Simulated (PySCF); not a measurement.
# Level of theory and proton affinities: 2-methyl-2-propanethiol

Structure: `CC(C)(C)S` (C4H10S). Optimised structure (Å), atoms numbered from 1:
```
C     0.1010    1.2385   -0.7327
C     0.0946    0.0201    0.1844
C     0.3621   -1.2572   -0.6043
C    -1.2335   -0.0813    0.9317
S     1.3733    0.2210    1.5042
H    -0.6899    1.1452   -1.4962
H    -0.0722    2.1625   -0.1625
H     1.0637    1.3371   -1.2578
H     0.3785   -2.1340    0.0589
H    -0.4232   -1.4084   -1.3643
H     1.3299   -1.2075   -1.1269
H    -1.2399   -0.9419    1.6178
H    -1.4324    0.8291    1.5171
H    -2.0565   -0.2123    0.2114
H     2.4357    0.3044    0.6737
```

All levels share the PBE0-D3(BJ)/def2-SVP structures and the PBE0-D3(BJ)/def2-SVP thermal terms; only the single-point energies (PySCF) change. Values are proton affinities (298 K, kJ/mol).

Measured (NIST Chemistry WebBook): proton affinity (−ΔH) 816 kJ/mol.

| level | S5 |
| --- | --- |
| BP86-D3(BJ)/aug-cc-pVDZ | 824 |
| ωB97X-D3(BJ)/def2-TZVP | 831 |

The spread: 7 kJ/mol, from 824 to 831.
